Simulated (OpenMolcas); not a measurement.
**Potential curves of SN⁺: spin-free states**

Calculated with OpenMolcas 26.06: state-averaged CASSCF(8,7) over S 3p, N 2s 2p, XMS-CASPT2 (IPEA 0.25, imaginary shift 0.2 hartree), scalar X2C, ANO-RCC-VTZP, then RASSI spin–orbit state interaction with atomic mean-field integrals. C2 symmetry about the axis (a holds Σ, Δ, Γ; b holds Π, Φ, H; Σ⁺ and Σ⁻ are not told apart); roots by multiplicity and irrep: 1a 2, 3a 4, 3b 2.

XMS-CASPT2 energies in eV from the lowest point. Curves are followed by energy order within each symmetry, so they are adiabatic and may change character at avoided crossings; Σ⁺ and Σ⁻ are counted together.

```tsv
R (Å)	(1)1Σ	(1)3Σ	(1)3Π	(1)3Δ	(2)3Σ
1.241	2.418	8.932	7.538	9.864	10.622
1.313	0.872	6.501	5.819	7.472	8.259
1.378	0.210	5.099	4.967	6.103	6.913
1.443	0.000	4.223	4.568	5.257	6.086
1.515	0.115	3.677	4.466	4.739	5.588
1.587	0.465	3.439	4.606	4.534	5.394
1.688	1.165	3.426	5.009	4.566	5.443
1.818	2.174	3.698	5.647	4.919	5.807
2.020	3.559	4.294	6.543	5.667	6.572
2.309	4.677	5.020	7.260	6.625	7.270
2.742	5.484	5.627	7.699	7.416	7.971
3.319	5.847	5.926	7.888	7.833	7.993
```

Q: With masses 31.972 and 14.003 u, fit the curves (1)1Σ, (1)3Σ, (1)3Π, (1)3Δ, (2)3Σ near their minima.

A: At XMS-CASPT2, Te from the lowest curve (the fit fixes ωe to a per cent or two; the method's Re and ωe can be off by some per cent):

```
curve  Te (cm⁻¹)  Re (Å)  ωe (cm⁻¹)
(1)1Σ          0   1.452     1368.0
(1)3Σ      27420   1.639      878.9
(1)3Π      36040   1.504     1156.9
(1)3Δ      36390   1.624      934.4
(2)3Σ      43390   1.619      940.0
```

The 5 lowest clean curves are shown; the next is (2)1Σ, from 5.50 eV. Only roots inside an energy window near the equilibrium distance were included, so the list of states is not complete; labels number the states computed. Each spin and symmetry block has orbitals of its own, averaged over its own roots, so gaps between blocks are less sure than gaps within one and near the minimum can be off by tenths of an eV, in bad cases by more. No Rydberg orbitals are active, so Rydberg states, and σ→σ* states whose orbital the CASSCF left unused, can be missing between those listed. CASPT2 splits the two components of degenerate states numerically, here by up to 234 cm⁻¹. At stretched bonds a block can hold a wrong CASSCF solution and miss its lowest state; points past a visible jump are left out. No roots were computed in block 1b (none fell in the window or the block failed), so states of that kind are missing and can lie low or lowest. Points that failed a check (symmetry, reference weights, a jump) are left out.
